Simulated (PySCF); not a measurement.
hydrogen peroxide (H2O2), SMILES OO. Coordinates come from a PBE-D3(BJ)/def2-TZVP optimisation.

TDDFT-M06-2X/def2-TZVPD (PySCF) puts the lowest singlet excitations at 5.51, 6.78, 7.25, 8.02, 8.57, 9.42 eV and the lowest triplet (TDA) at 4.63 eV.

Q: What are the lowest singlet roots from EOM-CCSD/aug-cc-pVDZ run with PySCF? (Estimate from the structure and the level; the computed values follow.)

A: 5.87, 6.85, 7.12, 7.89, 8.28, 9.35 eV; triplets 4.78, 5.94, 6.63 eV. S1 differs by 0.36 eV (second minus first; roots are paired by order, and the bases may differ).
